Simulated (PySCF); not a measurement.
## How the functional moves excitation energies

Species: sulfur difluoride, SF2.
Z-matrix (Å and degrees, PBE0-D3(BJ)/def2-SVP geometry), rows numbered from 1:
```
F 
S   1  1.6121
F   2  1.6122  1   99.38
```

Linear-response calculations in the def2-SVPD basis (PySCF; singlets by full response, triplets Tamm–Dancoff, core orbitals frozen in the response; HF means time-dependent Hartree–Fock). 'Strongest' is the level of largest summed f among the singlets computed (10 roots, of which the last may lack a degenerate partner); it can jump between rows when another state enters that window. S1 is the lowest singlet of each run and needn't be the same state throughout; f(S1) is that of one state. Isolated species at its PBE0-D3(BJ)/def2-SVP geometry, gas phase.

```json
{"functional": "LDA", "kind": "LDA", "S1 (eV)": "3.19", "f(S1)": "0.000", "strongest (eV)": "6.43", "T1 (eV)": "2.47", "HOMO (eV)": "-6.14", "gap (eV)": "2.80", "ionisation energy, ΔSCF (eV)": "10.38"}
{"functional": "PBE", "kind": "GGA", "S1 (eV)": "3.26", "f(S1)": "0.000", "strongest (eV)": "6.30", "T1 (eV)": "2.42", "HOMO (eV)": "-6.02", "gap (eV)": "2.92", "ionisation energy, ΔSCF (eV)": "10.16"}
{"functional": "B3LYP", "kind": "global hybrid, 20% exact exchange", "S1 (eV)": "3.43", "f(S1)": "0.000", "strongest (eV)": "6.77", "T1 (eV)": "2.59", "HOMO (eV)": "-7.31", "gap (eV)": "5.00", "ionisation energy, ΔSCF (eV)": "10.51"}
{"functional": "PBE0", "kind": "global hybrid, 25% exact exchange", "S1 (eV)": "3.45", "f(S1)": "0.000", "strongest (eV)": "7.01", "T1 (eV)": "2.53", "HOMO (eV)": "-7.54", "gap (eV)": "5.50", "ionisation energy, ΔSCF (eV)": "10.46"}
{"functional": "BHandHLYP", "kind": "global hybrid, 50% exact exchange", "S1 (eV)": "3.61", "f(S1)": "0.000", "strongest (eV)": "7.42", "T1 (eV)": "2.69", "HOMO (eV)": "-8.97", "gap (eV)": "8.02", "ionisation energy, ΔSCF (eV)": "10.64"}
{"functional": "CAM-B3LYP", "kind": "range-separated hybrid", "S1 (eV)": "3.43", "f(S1)": "0.000", "strongest (eV)": "7.03", "T1 (eV)": "2.57", "HOMO (eV)": "-9.01", "gap (eV)": "8.11", "ionisation energy, ΔSCF (eV)": "10.60"}
{"functional": "wB97X-D", "kind": "range-separated hybrid", "S1 (eV)": "3.47", "f(S1)": "0.000", "strongest (eV)": "7.25", "T1 (eV)": "2.68", "HOMO (eV)": "-9.50", "gap (eV)": "9.30", "ionisation energy, ΔSCF (eV)": "10.58"}
{"functional": "LC-wPBE", "kind": "range-separated hybrid", "S1 (eV)": "3.44", "f(S1)": "0.000", "strongest (eV)": "7.54", "T1 (eV)": "2.50", "HOMO (eV)": "-10.40", "gap (eV)": "10.74", "ionisation energy, ΔSCF (eV)": "10.60"}
{"functional": "HF", "kind": "Hartree–Fock", "S1 (eV)": "3.89", "f(S1)": "0.000", "strongest (eV)": "10.98", "T1 (eV)": "2.76", "HOMO (eV)": "-11.15", "gap (eV)": "12.60", "ionisation energy, ΔSCF (eV)": "not settled"}
```

S1 runs from 3.19 eV (LDA) to 3.89 eV (HF), a spread of 0.70 eV, while the orbital gap spreads over 9.8 eV. Along PBE (0%), B3LYP (20%), PBE0 (25%), BHandHLYP (50%), HF (100%) S1 rises with the share of exact exchange. −ε(HOMO) comes closest to its own ΔSCF ionisation energy with LC-wPBE (-0.21 eV) and misses most with LDA (-4.24 eV). 'Not settled' means that the ion's SCF failed to converge or may have ended in another state than the lowest.
